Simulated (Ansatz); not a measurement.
A run of Ansatz (development build ahead of 0.2.0) on singlet N₂F₂ at this shape:

```yaml
atoms:
  - { symbol: N, position_ang: [0.5500, 0.0000, 3.3000] }
  - { symbol: N, position_ang: [-0.5500, 0.0000, 3.3000] }
  - { symbol: F, position_ang: [0.7100, 0.0000, 0.0000] }
  - { symbol: F, position_ang: [-0.7100, 0.0000, 0.0000] }
```

Its results:

```
Converged                       : yes
Total energy                    : -307.63877 hartree
Spin squared of the determinant : 0.000
```

**Question.** Which input gives this output? Name the method, the orbitals and the basis set, and write the input.

**Answer.** RHF in cc-pVDZ. An unrestricted run that stays on the closed shell gives the same numbers.

```yaml
crystal:
  periodic: [false, false, false]
  atoms:
    - { symbol: "N", position_ang: [0.55, 0.0, 3.3] }
    - { symbol: "N", position_ang: [-0.55, 0.0, 3.3] }
    - { symbol: F, position_ang: [0.71, 0.0, 0.0] }
    - { symbol: F, position_ang: [-0.71, 0.0, 0.0] }
basis:
  gaussian: { orbitals: cc-pVDZ }
hamiltonian:
  xc: hf
```
